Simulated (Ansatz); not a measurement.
**AlPH (quartet): RPA-PBE over a scan of the distance P2–H3, 6-31G**

Aim: run AlPH (quartet) with these functionals over a scan of the distance P2–H3, and hold them against the top wave-function level at the same points.

Computed with Ansatz 0.2.0, Gaussian basis. Level: 6-31G, all electrons in the functionals, frozen cores in the correlation of double hybrids and RPA.

Plan: RPA-PBE, at 1.129 Å; 1.307 Å; 1.430 Å; 1.605 Å; 1.710 Å; 1.981 Å; 2.295 Å; 2.698 Å; 3.094 Å; 3.907 Å; 4.785 Å.

12 further runs of the same task are left out: 10 that didn't finish, 2 set aside as unsound or not needed.

## (1) The geometry

The geometry derives from a PBE0/def2-TZVP stationary point (not a proven minimum). One bond is set to the value named and the two fragments are kept rigid.

3 atoms, charge 0, spin multiplicity 4.

Atoms are counted from 1 here; the program's logs count them from 0.

Bond lengths: Al1–P2 2.392 Å, P2–H3 1.430 Å. Angles: Al1–P2–H3 98.4°.

No dispersion term is added.

The geometry shown and the zero of energy belong to the point 1.430 Å. The yardstick, FCI, and other wave-function levels (R restricted, U unrestricted, valence and pair active spaces) come from earlier runs.

## (2) RPA-PBE, 1.129 Å

in.yaml reads:

```yaml
crystal:
  periodic: [false, false, false]
  atoms:
    - {symbol: Al, position_ang: [0.000000, 0.039896, 1.299583]}
    - {symbol: P, position_ang: [0.000000, -0.068591, -1.089636]}
    - {symbol: H, position_ang: [0.000000, 1.039817, -1.304282]}
basis:
  gaussian: {orbitals: 6-31G}
magnetization: {spin_polarized: true, initial_magnetization: 3}
hamiltonian: {xc: {name: PBE}}
correlation: {method: rpa, electrons: outside_noble_gas}
```

On the command line:

```console
$ ansatz run in.yaml --threads 1 --pin off --events-out ev --progress --plain --max-ram 2393MiB
```

The runs that follow: RPA-PBE, 1.307 Å; RPA-PBE, 1.430 Å; RPA-PBE, 1.605 Å; RPA-PBE, 1.710 Å; RPA-PBE, 1.981 Å; RPA-PBE, 2.295 Å; RPA-PBE, 2.698 Å; RPA-PBE, 3.094 Å; RPA-PBE, 3.907 Å; RPA-PBE, 4.785 Å.

**Question.** What will the summary of the whole plan be? Wanted: span of the FCI curve; largest miss, RPA-PBE.

As calculated:

| quantity | value |
| --- | --- |
| span of the FCI curve | 42.1 kcal/mol |
| largest miss, RPA-PBE | -2.0 kcal/mol (4.785 Å) |

**Reading.** RPA-PBE strays by up to 2.0 kcal/mol, at 4.785 Å. Functionals and the yardstick converge differently with the basis, so part of each miss in 6-31G is the basis.
